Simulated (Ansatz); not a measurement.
fcc Ir, treated with PBEsol in Ansatz (plane waves, PAW).

A relaxed, unreconstructed slab of the (210) face has 20 atoms, two equal faces of 16.410 Å² each and an energy of -235973.4347 eV. A bulk cell of 10 atoms with the same orientation and in-plane k mesh has -117990.3676 eV. Energies are extrapolated to zero smearing.

Settings: plane-wave cutoff 500 eV, 16×16×1 k mesh (along the axes of the cell as run), Fermi–Dirac smearing 0.1 eV, scalar-relativistic PAW data made under PBE.

Worked out: γ = (E_slab − N E_bulk per atom)/2A = [-235973.4347 − 20 × (-117990.3676/10)]/(2 × 16.410) = 0.2224 eV/Å². With 16.022 J/m² per eV/Å² this is 3.56 J/m², or 3.65 eV per surface cell and face.

Ansatz is a quantum-chemistry and plane-wave program.
